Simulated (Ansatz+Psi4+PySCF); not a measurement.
Values are calculated unless marked as measured or tabulated.
## PySCF 2.14.0 run

```python
from pyscf import gto, scf, mp

mol = gto.M(atom="""
C 0.300000 0.300000 0.300000
H 0.460200 -0.704100 0.737800
H 0.293300 0.951300 1.195100
""", basis='cc-pvtz', charge=0, spin=0)
mf = scf.UHF(mol)
mf.kernel()
pt = mp.MP2(mf, frozen=1).run()
print(mf.e_tot, pt.e_corr, pt.e_tot)
```

The script is written out from the run's settings.

Output:

```json
{"Converged": "yes", "Reference energy": "-38.89238 hartree", "Correlation energy": "-0.13861 hartree", "Total energy": "-39.03099 hartree", "Spin squared of the determinant": "0.000"}
```

This is not the lowest solution: another run reaches a determinant 0.51 eV lower. Caution: another spin multiplicity may lie lower.
